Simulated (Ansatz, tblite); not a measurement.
Cost and result up the ladder for Li₃H⁻ (4 atoms). Total charge -1; doublet. Geometry: PBE0-D4/def2-TZVPD.

```xyz
4

Li   -0.818   -1.877   -1.191
Li   -1.091    0.582    0.654
Li    1.376    0.072   -0.239
H     0.534    1.223    0.776
```

Ansatz on 4 threads of Arm Neoverse V1 on a shared host; xTB runs through tblite on one thread. Times are rough, summed over both states, and most runs start from the orbitals of an earlier one. No level here is sound enough to serve as a yardstick. The other state is a singlet.

The xTB rows come from tblite. Correlated methods freeze no core orbitals; core or outer-core shells of Li are correlated, in sets that lack core-valence functions. In CCSD on the charge -1 doublet the largest single amplitude is 0.29, so its Hartree–Fock determinant may place the open shell otherwise than the density functionals do. The structure comes from a short search, and lower isomers may exist.

Run but left out: HF/def2-TZVPPD, MP2/def2-TZVPPD (doublet: ⟨S²⟩ 1.32, where a pure state has 0.75).

Correlated methods converge slowly with the basis.

Raw xTB energies of ions are shifted by several eV, and xTB has no spin-polarisation term.

```json
{"level": "GFN1-xTB", "functions": "14", "wall time": "0.002 s", "vertical IE (eV)": "6.79", "remarks": "–"}
{"level": "GFN2-xTB", "functions": "13", "wall time": "0.004 s", "vertical IE (eV)": "2.24", "remarks": "–"}
{"level": "PBE-D4/def2-TZVPD (with forces)", "functions": "60", "wall time": "0.8 s", "vertical IE (eV)": "0.50", "remarks": "HOMO above zero (-1 doublet), restricted SCF unstable in HF (singlet)"}
{"level": "PBE0-D4/def2-TZVPD", "functions": "60", "wall time": "1.9 s", "vertical IE (eV)": "0.46", "remarks": "HOMO above zero (-1 doublet), restricted SCF unstable in HF (singlet)"}
{"level": "r2SCAN-D4/def2-TZVPD", "functions": "60", "wall time": "2.7 s", "vertical IE (eV)": "0.44", "remarks": "HOMO above zero (-1 doublet), restricted SCF unstable in HF (singlet), spin-contaminated (⟨S²⟩ 0.92) (-1 doublet)"}
{"level": "CCSD(T)/def2-TZVPPD", "functions": "83", "wall time": "3.6 s", "vertical IE (eV)": "0.20", "remarks": "large T1 (0.099) (-1 doublet), restricted SCF unstable (singlet), spin-contaminated (⟨S²⟩ 1.32) (-1 doublet)"}
```
